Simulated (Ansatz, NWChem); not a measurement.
C2H3O2 (SMILES CC([O])=O): from total energies to a heat of formation

C2H3O2: 7 atoms, total charge 0, spin state doublet. As SMILES, `CC([O])=O`. Geometry: relaxed at PBE0-D4/def2-TZVP.

Total energies at UM06-2X/aug-cc-pVDZ (NWChem 7.3.0); the atoms run unrestricted:

```
species    state  energy (Eh)
 C2H3O2  doublet  -228.342574
      C  triplet   -37.838336
      O  triplet   -75.049043
      H  doublet    -0.497898
```

Harmonic wavenumbers at UB3LYP/6-31G*, in cm⁻¹: 35, 392, 543, 569, 905, 1004, 1069, 1177, 1412, 1487, 1495, 1606, 3067, 3139, 3163.

Measured heats of formation of the gaseous atoms at 298.15 K, in kJ/mol: C 716.9, O 249.2, H 218.0. Spin-orbit lowering of the atoms at 298 K (mean of the ground term's levels less their thermal mean, from spectra), in kJ/mol: C 0.02, O 0.40. Take 1 Eh = 2625.50 kJ/mol, 1 cm⁻¹ = 0.0119627 kJ/mol, RT = 2.479 kJ/mol.

Q: What heat of formation follows?

A: 
1. Electronic atomisation energy: 2 × (-37.838336) + 2 × (-75.049043) + 3 × (-0.497898) − (-228.342574) = 1.074122 Eh = 2820.1 kJ/mol.
2. Zero-point energy: half the sum of the wavenumbers, 10531.5 cm⁻¹ = 126.0 kJ/mol.
3. Thermal vibrational enthalpy, Σ hcν̃/(exp(hcν̃/kT) − 1): 4.5 kJ/mol. Translation, rotation and pV of a non-linear molecule: 4 RT = 9.9 kJ/mol.
4. The 7 free atoms carry 5/2 RT each: 43.4 kJ/mol.
5. Spin-orbit coupling lowers the free atoms by 2 × 0.02 + 2 × 0.40 = 0.8 kJ/mol.
6. Atomisation enthalpy at 298 K: 2820.1 − 0.8 − 126.0 − 4.5 − 9.9 + 43.4 = 2722.3 kJ/mol.
7. Sum of the atoms' heats of formation: 2586.2 kJ/mol. Heat of formation: 2586.2 − 2722.3 = -136.1 kJ/mol.

No measured value is set beside it here. Anharmonicity and any spin-orbit splitting of the molecule are left out.
